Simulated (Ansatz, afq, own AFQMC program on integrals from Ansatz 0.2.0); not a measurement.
AlSiH3, singlet: AFQMC among the cluster methods

```
atom    x (Å)    y (Å)    z (Å)
  Si  -1.0730   0.0058   0.0201
  Al   1.3026  -0.0070  -0.0244
   H  -1.6497   1.3884   0.0057
   H  -1.6376  -0.6589   1.2382
   H  -1.6827  -0.7027  -1.1507
```

Connectivity, by distances: SiH3–Al.

Basis cc-pVDZ. Noble-gas cores (and the filled d shells of Ga–Kr and In–Xe) are frozen. Integrals, coupled cluster, full CI and functionals: Ansatz 0.2.0; the random walks run on the same integrals in our own AFQMC program. ph-AFQMC/CISD is guided by a CISD state made of CCSD amplitudes; releasing the constraint for a short imaginary time cuts its bias at the price of noise, slowly where states lie close. Free projection: walkers drawn from exp(T), propagated without any constraint. Its projection time is finite, and what remains of the start isn't in its error. Error bars are statistical, one sigma.

Determinant: UHF, the one that the program's search chose, which needn't be the lowest solution. The geometry is a point of a scan.

No full CI on the walks' own integrals is used here; CCSDT(Q) serves as the reference and is uncertain by about the last step of the cluster series.

Cautions: higher spins were not checked; an unrestricted solution with more broken spin lies lower (62 meV, ⟨S²⟩ 0.36), while this determinant keeps restricted orbitals.

```
T1 diagnostic                               : 0.0161
weight of the determinant in the CISD state : 0.852
⟨S²⟩ of the determinant                     : 0.000
size of the correlated space                : 10 electrons in 41 orbitals
```

| level | correlation energy (eV) |
| --- | --- |
| MP2 | -4.1175 |
| CCSD | -5.2937 |
| CCSD(T) | -5.4251 |

(1) Estimate where free-projection AFQMC lies against CCSD(T) on the same integrals.

(1) 3.5 ± 1.0 kJ/mol below CCSD(T).

Reference: CCSDT(Q), correlation energy -5.459 eV. The released energy is read at 2.40 1/Eh (meV from the phaseless value at times in 1/Eh: -8 ± 9 at 0.24, -9 ± 8 at 0.51, -15 ± 10 at 0.99, -26 ± 13 at 1.62, -24 ± 13 at 2.40).

| level | E − E(reference) (kJ/mol) | share of correlation (%) |
| --- | --- | --- |
| CCSD(T) | 3.3 | 99.37 |
| CCSDT | 0.6 | 99.88 |
| ph-AFQMC/HF | -10.9 ± 5.5 | 102.07 |
| ph-AFQMC/CISD | 2.6 ± 1.0 | 99.50 |
| released AFQMC | 0.3 ± 1.3 | 99.94 |
| free AFQMC | -0.2 ± 1.0 | 100.04 |

Free projections are given only where their last times agree within the noise and don't stop above the reference; a slow remainder of the start can still hide under it. A walk keeps the symmetry of its determinant, which the program's search chose and which needn't be the lowest solution, so a lower state of the same spin and another symmetry isn't excluded. Released energies are given only where the last usable release times agree within the noise; a slower fall can still hide under it.
